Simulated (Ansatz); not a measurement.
A run of Ansatz (development build ahead of 0.2.0) on triplet C4H6 at this shape:

```xyz
10

C    -0.5098    0.6946    1.8724
C    -0.1499    0.2043    0.5506
C     0.1499   -0.2043   -0.5506
C     0.5098   -0.6946   -1.8724
H    -1.5976    0.6394    2.0371
H    -0.0227    0.1039    2.6645
H    -0.2058    1.7451    2.0059
H    -0.3802   -1.0195   -2.4346
H     1.0116    0.0861   -2.4658
H     1.1947   -1.5550   -1.8072
```

Its results:

```
Converged                       : yes
Reference energy                : -154.61143 hartree
Correlation energy              : -0.48750 hartree
Total energy                    : -155.09893 hartree
Spin squared of the determinant : 2.022
Stability test                  : minimum
```

Forces (eV/Å):
| atom | Fx | Fy | Fz |
| --- | --- | --- | --- |
| C1 | 0.142 | -0.460 | -0.742 |
| C2 | -3.269 | 4.059 | 11.671 |
| C3 | 3.051 | -4.559 | -11.545 |
| C4 | -0.291 | 0.118 | 0.827 |
| H5 | -0.043 | 0.091 | 0.008 |
| H6 | 0.067 | 0.054 | 0.049 |
| H7 | 0.013 | 0.470 | 0.367 |
| H8 | -0.017 | 0.060 | -0.078 |
| H9 | 0.257 | 0.144 | -0.523 |
| H10 | 0.090 | 0.023 | -0.035 |

(1) Which input gives this output? Name the method, the orbitals and the basis set, and write the input.

Answers

(1) UHF-MP2 in def2-SVP.

```yaml
crystal:
  periodic: [false, false, false]
  atoms:
    - { symbol: C, position_ang: [-0.5098, 0.6946, 1.8724] }
    - { symbol: C, position_ang: [-0.1499, 0.2043, 0.5506] }
    - { symbol: C, position_ang: [0.1499, -0.2043, -0.5506] }
    - { symbol: C, position_ang: [0.5098, -0.6946, -1.8724] }
    - { symbol: H, position_ang: [-1.5976, 0.6394, 2.0371] }
    - { symbol: H, position_ang: [-0.0227, 0.1039, 2.6645] }
    - { symbol: H, position_ang: [-0.2058, 1.7451, 2.0059] }
    - { symbol: H, position_ang: [-0.3802, -1.0195, -2.4346] }
    - { symbol: H, position_ang: [1.0116, 0.0861, -2.4658] }
    - { symbol: H, position_ang: [1.1947, -1.555, -1.8072] }
basis:
  gaussian: { orbitals: def2-SVP }
magnetization:
  spin_polarized: true
  initial_magnetization: 2
hamiltonian:
  xc: hf
correlation:
  method: mp2
  frozen_orbitals: { C: 1, H: 0 }
output:
  forces: true
```

Caution: another spin multiplicity may lie lower; the determinant breaks the point group.
